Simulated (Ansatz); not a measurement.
A run of Ansatz (development build ahead of 0.2.0) on singlet SiH₂ at this shape:

```xyz
3

Si    0.0000    0.0000   -0.1342
H     0.0000    1.0962    0.9391
H     0.0000   -1.0962    0.9391
```

Its results:

```json
{
  "Converged": "yes",
  "Reference energy": "-290.02562 hartree",
  "Correlation energy": "-0.10232 hartree",
  "Total energy": "-290.12794 hartree",
  "Spin squared of the determinant": "0.000"
}
```

Q: Which input gives this output? Name the method, the orbitals and the basis set, and write the input.

A: RHF-MP2 in def2-TZVP. An unrestricted run that stays on the closed shell gives the same numbers.

```yaml
crystal:
  periodic: [false, false, false]
  atoms:
    - { symbol: Si, position_ang: [0.0, 0.0, -0.13416] }
    - { symbol: H, position_ang: [0.0, 1.09624, 0.93911] }
    - { symbol: H, position_ang: [0.0, -1.09624, 0.93911] }
basis:
  gaussian: { orbitals: def2-TZVP }
hamiltonian:
  xc: hf
correlation:
  method: mp2
  frozen_orbitals: { H: 0, Si: 5 }
```
